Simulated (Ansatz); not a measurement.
Correlation energies of C₂H₃NS, SMILES `NC=C=S` by basis set

```xyz
7

N     0.0846    1.1319    0.3351
C     0.0600   -0.0083   -0.4885
C    -0.3812   -1.1965   -0.1536
S    -0.9558   -2.5923    0.2323
H    -0.1471    0.9218    1.2956
H     0.9774    1.6059    0.3010
H     0.3620    0.1375   -1.5218
```

Total charge 0; spin multiplicity 1. All single points use the PBE0-D4/def2-TZVP geometry. It is one conformer, not always the lowest. Frozen core, restricted reference, Ansatz. CBS rows extrapolate triple and quadruple zeta; past MP2 they add the triple-zeta difference.

```json
{"basis": "def2-SVP", "HF (Eh)": "-529.16792", "MP2 corr.": "-0.55101"}
{"basis": "def2-TZVPP", "HF (Eh)": "-529.46050", "MP2 corr.": "-0.68846"}
{"basis": "def2-QZVPP", "HF (Eh)": "-529.47754", "MP2 corr.": "-0.73814"}
```

Task: Estimate the CCSD correlation energy and the (T) correction in each basis where they were run (hartree).

Result: 
| basis | CCSD corr. | (T) |
| --- | --- | --- |
| def2-SVP | -0.58400 | -0.02356 |
| def2-TZVPP | -0.71489 | -0.03747 |
| CBS(def2) | -0.80136 | as TZ |
